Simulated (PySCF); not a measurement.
Gas-phase reaction: PH3 + O2 = HPO2 + 2 H

Method: PySCF energies plus ideal-gas RRHO corrections (1 bar). † marks an energy on the PBE0/def2-TZVP geometry and frequencies; other levels use their own. MP2 and CCSD(T) freeze the core. 6-31G* has spherical d functions here. Open shells (unrestricted): O2 (multiplicity 3), H (multiplicity 2); the rest are closed-shell singlets. B3LYP is the form with VWN-RPA correlation. HPO2: computed as isolated molecules; such fragments, hydroxides, amides, oligomers or adducts are transient or little studied in the gas. MP2 isn't extrapolated to the basis-set limit; its ΔH°(298 K) is 6.8 kJ in def2-SVP and -72.6 kJ in def2-TZVPP. CCSD(T) isn't extrapolated to the basis-set limit; its ΔH°(298 K) is 59.8 kJ in def2-SVP and -12.6 kJ in def2-TZVPP. The harmonic model lacks anharmonicity and excited electronic states, which grow with temperature; levels with a mode under 35 cm⁻¹ are left out. Internal rotation in HPO2 is treated as a harmonic vibration of one conformer, which makes the entropy rough.

| level | ΔE electronic, kJ | ΔH°(298 K), kJ | ΔS°(298 K), J/K | ΔG°(2000 K), kJ |
|---|---|---|---|---|
| B3LYP/6-31G* | 97 | 74 | 76 | -124 |
| BLYP/def2-TZVP† | 34 | 13 | 76 | -183 |
| CCSD(T)/def2-SVP† | 81 | 60 | 76 | -136 |
| CCSD(T)/def2-TZVPP† | 9 | -13 | 76 | -208 |
| HF/def2-TZVP† | -7 | -28 | 76 | -223 |
| M06-2X/def2-TZVP† | -1 | -23 | 76 | -218 |
| MP2/def2-SVP† | 28 | 7 | 76 | -189 |
| MP2/def2-TZVPP† | -51 | -73 | 76 | -268 |
| PBE/def2-SVP | 86 | 65 | 77 | -132 |
| PBE0/def2-SVP† | 95 | 73 | 76 | -122 |
| PBE0/def2-TZVP | 30 | 8 | 76 | -187 |
ΔH° is lowest at MP2/def2-TZVPP† and highest at B3LYP/6-31G*. No reference value is set beside these.
